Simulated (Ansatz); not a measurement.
A made-up structure of BSiNH6, closed shell:

```
9
angstrom
N -0.8435 0.7676 -1.1669
B -0.0385 0.8049 -0.0395
Si 0.6051 -0.8966 0.8309
H -1.1461 -0.0862 -1.6065
H -1.1839 1.5960 -1.6281
H -0.4021 -0.0448 -1.5977
H 0.1124 -2.1139 0.1172
H 2.0948 -0.9647 0.8534
H 0.1430 -0.9911 2.2458
```

It is relaxed with PBE-D4/def2-SVP and then PBE0-D4/def2-TZVP (Ansatz 0.2.0). Atoms count as bonded within 1.22 times the sum of their covalent radii (H–H: 0.88 Å). The end point is not checked to be a true minimum.

Problem. Does its bonding change? (Judge from chemistry; the calculation decides.)

Solution. The calculation gives: Yes. Formed: none; broken: H4–H6.

Where it ends: The first stage lowers the energy by 3.83 eV in 10 steps. It ends as BSiNH₆ ([NH3][B][SiH3]):
```csv
atom,x (Å),y (Å),z (Å)
N1,-0.7367,0.5752,-1.3178
B2,-0.0427,0.9160,0.1159
Si3,0.5067,-0.8963,0.9005
H4,-1.1965,-0.3325,-1.4833
H5,-1.3624,1.3232,-1.5984
H6,0.0646,0.6394,-1.9531
H7,-0.1554,-2.1269,0.3136
H8,1.9742,-1.0690,0.6590
H9,0.2894,-0.9578,2.3722
```

Labels in which every atom is bracketed show which atoms are joined, not bond orders.

For scale, one of the runs: PBE0-D4/def2-TZVP relaxation, 135 basis functions, launched by `ansatz run in.yaml --threads 2 --pin off --events-out ev --progress --plain --max-ram 4352MiB`. The run took about 39 s on 2 CPU threads of an Arm Neoverse V1 (shared host).
